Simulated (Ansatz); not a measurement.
Compare A (`C=CC(N)=O`) with its isomer B (`CC(N)=C=O`).

Calculated with Ansatz (gas phase, PBE0-D4/def2-TZVP geometries, no zero-point term in ΔE). CBS: MP2 limit from def2 TZ/QZ plus the TZ coupled-cluster correction, frozen cores. DFT in def2-TZVPP. B3LYP here is the variant with VWN-RPA as its local correlation; programs differ in this. One conformer a species, not always the lowest.

(1) Which is lower in electronic energy at CCSD(T)/CBS, and by how much? (An estimate is asked.)

(2) Give E(B) − E(A) in kcal/mol with B3LYP-D4, B3LYP, MP2/def2-TZVPP, B2PLYP, r2SCAN-D4, CCSD/def2-TZVPP, CCSD(T)/def2-TZVPP. (An estimate is asked.)

(3) Does the order hold for the free energy at 298.15 K (harmonic terms from PBE0-D4)? (An estimate is asked.)

Largest T1 diagnostic: 0.015.

## Answers

(1) Ansatz gave: A, by 26.5 kcal/mol.

(2) Ansatz gave: B3LYP-D4 25.6, B3LYP 25.3, MP2/def2-TZVPP 25.0, B2PLYP 25.5, r2SCAN-D4 25.4, CCSD/def2-TZVPP 26.2, CCSD(T)/def2-TZVPP 25.9. None reverses the order clearly.

(3) Computed: Yes: G(B) − G(A) = +25.7 kcal/mol, for one conformer each.

From BLYP to BHLYP (50 % exact exchange), in def2-TZVPP and without D4, E(B) − E(A) moves by +3.7 kcal/mol. In def2-TZVPP, CCSD(T) changes the Hartree–Fock value by −3.4 kcal/mol (the triples alone add −0.3 kcal/mol) and MP2 by −4.4 kcal/mol.
